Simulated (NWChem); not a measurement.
System: CH3 cation

NWChem input:

```
start job
memory heap 200 mb stack 900 mb global 1100 mb
charge 1
geometry units angstroms noautosym nocenter noautoz
  C      0.000000     0.000000     0.000000
  H      0.780694     0.780694     0.000000
  H      0.285754    -1.066448     0.000000
  H     -1.066448     0.285754     0.000000
end
basis spherical
  C library def2-svp
  H library def2-svp
end
dft
  xc pbe0
  iterations 150
end
cosmo
  dielec 11.7
end
task dft energy
```

Parts of the log:

```
             Northwest Computational Chemistry Package (NWChem) 7.3.0
             --------------------------------------------------------

                             Geometry "geometry" -> ""
                             -------------------------

 Output coordinates in angstroms (scale by  1.889725989 to convert to a.u.)

  No.       Tag          Charge          X              Y              Z
 ---- ---------------- ---------- -------------- -------------- --------------
    1 C                    6.0000     0.00000000     0.00000000     0.00000000
    2 H                    1.0000     0.78069400     0.78069400     0.00000000
    3 H                    1.0000     0.28575400    -1.06644800     0.00000000
    4 H                    1.0000    -1.06644800     0.28575400     0.00000000

 Effective nuclear repulsion energy (a.u.)       9.4575249859

                                 NWChem DFT Module
                                 -----------------

 Summary of "ao basis" -> "ao basis" (spherical)
 ------------------------------------------------------------------------------
       Tag                 Description            Shells   Functions and Types
 ---------------- ------------------------------  ------  ---------------------
 C                          def2-svp                 6       14   3s2p1d
 H                          def2-svp                 3        5   2s1p

 in cosmo_initialize ...

 solvent parameters
 solvname_short: unkn
 solvname_long:  unknown
 dielec:       11.7000

          ---------------
          -cosmo- solvent
          ---------------
 Cosmo: York-Karplus, doi: 10.1021/jp992097l
 dielectric constant -eps-     =  11.70
 screen = (eps-1)/(eps    )    =   0.91453
 surface charge correction     = lagrangian

   van der Waals surface
 --------------------------

 ---------- ATOMIC COORDINATES (A.U.) ------------ VDWR(ANG.) --
     1    0.00000000    0.00000000    0.00000000     2.000
     2    1.47529774    1.47529774    0.00000000     1.300
     3    0.53999676   -2.01529450    0.00000000     1.300
     4   -2.01529450    0.53999676    0.00000000     1.300
 number of segments per atom =         32
 number of   points per atom =         32
 atom (   nspa,  nppa )
 ----------------------
    1 (     28,     0 )       0
    2 (     12,     0 )       0
    3 (     14,     0 )       0
    4 (     14,     0 )       0
 number of -cosmo- surface points =       68
 molecular surface =     51.043 angstrom**2
 molecular volume  =     35.699 angstrom**3
 G(cav/disp)       =      1.115 kcal/mol
 -lineq- algorithm             =   0
 -bem- low  level              =   2
 -bem- from -octahedral-
 gaussian surface charge width =   4.50000
 degree of switching           =   1.00000
 switching function tolerance  =   0.00010
 atomic radii =
 --------------
    1  6.000  2.000
    2  1.000  1.300
    3  1.000  1.300
    4  1.000  1.300
 ...... end of -cosmo- initialization ......

            General Information
            -------------------
          SCF calculation type: DFT
          Wavefunction type:  closed shell.
          No. of atoms     :     4
          No. of electrons :     8
           Alpha electrons :     4
            Beta electrons :     4
          Charge           :     1
          Spin multiplicity:     1
          Use of symmetry is: off; symmetry adaption is: off
          Maximum number of iterations: 150
          AO basis - number of functions:    29
                     number of shells:    15
          Convergence on energy requested:  1.00D-06
          Convergence on density requested:  1.00D-05
          Convergence on gradient requested:  5.00D-04

              XC Information
              --------------
                         PBE0 Method XC Functional
                     Hartree-Fock (Exact) Exchange  0.250
          PerdewBurkeErnzerhof Exchange Functional  0.750
            Perdew 1991 LDA Correlation Functional  1.000 local
           PerdewBurkeErnz. Correlation Functional  1.000 non-local

             Grid Information
             ----------------
          Grid used for XC integration:  medium
          Radial quadrature: Mura-Knowles
          Angular quadrature: Lebedev.
          Tag              B.-S. Rad. Rad. Pts. Rad. Cut. Ang. Pts.
          ---              ---------- --------- --------- ---------
          C                   0.70       49           6.0       434
          H                   0.35       45           7.0       434
          Grid pruning is: on
          Number of quadrature shells:   184
          Spatial weights used:  Erf1

      Superposition of Atomic Density Guess
      -------------------------------------

 Sum of atomic energies:         -39.12264755

 Renormalizing density from       9.00 to      8

      Non-variational initial energy
      ------------------------------

 Total energy =     -36.064530
 1-e energy   =     -62.272321
 2-e energy   =      16.750266
 HOMO         =      -0.972648
 LUMO         =      -0.665658

[...]

                                   COSMO solvation results
                                   -----------------------

                 gas phase energy =       -39.388197164834
                 sol phase energy =       -39.504732420945
 (electrostatic) solvation energy =         0.116535256110 (   73.13 kcal/mol)

                       DFT Final Molecular Orbital Analysis
                       ------------------------------------

 Vector    2  Occ=2.000000D+00  E=-8.211265D-01
              MO Center=  6.9D-04,  6.9D-04,  1.1D-11, r^2= 9.1D-01
   Bfn.  Coefficient  Atom+Function         Bfn.  Coefficient  Atom+Function
  ----- ------------  ---------------      ----- ------------  ---------------
     2      0.579571  1 C  s                  1     -0.271749  1 C  s
     3      0.189895  1 C  s                 15      0.187334  2 H  s
    20      0.186047  3 H  s                 25      0.186047  4 H  s

 Vector    3  Occ=2.000000D+00  E=-5.623420D-01
              MO Center=  1.6D-01,  1.6D-01,  4.2D-12, r^2= 1.1D+00
   Bfn.  Coefficient  Atom+Function         Bfn.  Coefficient  Atom+Function
  ----- ------------  ---------------      ----- ------------  ---------------
    15      0.365321  2 H  s                  4      0.358337  1 C  px
     5      0.358337  1 C  py                20     -0.182596  3 H  s
    25     -0.182596  4 H  s                  7      0.130209  1 C  px
     8      0.130209  1 C  py                16      0.054368  2 H  s
    21     -0.027472  3 H  s                 26     -0.027472  4 H  s

 Vector    4  Occ=2.000000D+00  E=-5.610164D-01
              MO Center= -1.7D-01, -1.7D-01, -1.5D-11, r^2= 1.1D+00
   Bfn.  Coefficient  Atom+Function         Bfn.  Coefficient  Atom+Function
  ----- ------------  ---------------      ----- ------------  ---------------
     4      0.359213  1 C  px                 5     -0.359213  1 C  py
    20      0.316999  3 H  s                 25     -0.316999  4 H  s
     7      0.128284  1 C  px                 8     -0.128284  1 C  py
    21      0.047921  3 H  s                 26     -0.047921  4 H  s

 Vector    5  Occ=0.000000D+00  E=-2.432971D-01
              MO Center=  1.4D-04,  1.4D-04, -1.1D-12, r^2= 1.1D+00
   Bfn.  Coefficient  Atom+Function         Bfn.  Coefficient  Atom+Function
  ----- ------------  ---------------      ----- ------------  ---------------
     6      0.644378  1 C  pz                 9      0.472794  1 C  pz

 Vector    6  Occ=0.000000D+00  E= 4.363820D-02
              MO Center=  2.2D-02,  2.2D-02,  2.0D-12, r^2= 4.0D+00
   Bfn.  Coefficient  Atom+Function         Bfn.  Coefficient  Atom+Function
  ----- ------------  ---------------      ----- ------------  ---------------
     3      2.010434  1 C  s                 16     -1.075120  2 H  s
    21     -1.027014  3 H  s                 26     -1.027014  4 H  s
     2      0.452101  1 C  s                  1     -0.175384  1 C  s
    15     -0.145926  2 H  s                 20     -0.137966  3 H  s
    25     -0.137966  4 H  s

 Vector    7  Occ=0.000000D+00  E= 9.792699D-02
              MO Center= -4.8D-01, -4.8D-01, -1.9D-11, r^2= 3.4D+00
   Bfn.  Coefficient  Atom+Function         Bfn.  Coefficient  Atom+Function
  ----- ------------  ---------------      ----- ------------  ---------------
    21      1.497968  3 H  s                 26     -1.497968  4 H  s
     7     -0.806153  1 C  px                 8      0.806153  1 C  py
     4     -0.306405  1 C  px                 5      0.306405  1 C  py
    20      0.191752  3 H  s                 25     -0.191752  4 H  s
    14     -0.035317  1 C  d  2

     Multipole analysis of the density
     ---------------------------------

     L   x y z        total         alpha         beta         nuclear
     -   - - -        -----         -----         ----         -------
     0   0 0 0      1.000000     -4.000000     -4.000000      9.000000

     1   1 0 0      0.001741      0.000870      0.000870     -0.000000
     1   0 1 0      0.001741      0.000870      0.000870     -0.000000
     1   0 0 1     -0.000000     -0.000000     -0.000000      0.000000

     2   2 0 0     -2.992445     -4.760978     -4.760978      6.529512
     2   1 1 0     -0.010190     -0.005094     -0.005094     -0.000002
     2   1 0 1      0.000000      0.000000      0.000000      0.000000
     2   0 2 0     -2.992445     -4.760978     -4.760978      6.529512
     2   0 1 1      0.000000      0.000000      0.000000      0.000000
     2   0 0 2     -3.721715     -1.860857     -1.860857      0.000000
```

Level: PBE0/def2-SVP, COSMO on the gas-phase geometry. The geometry was optimised at PBE0/def2-SVP. COSMO prints the solvation energy as gas minus solution, so a positive value is a stabilisation.
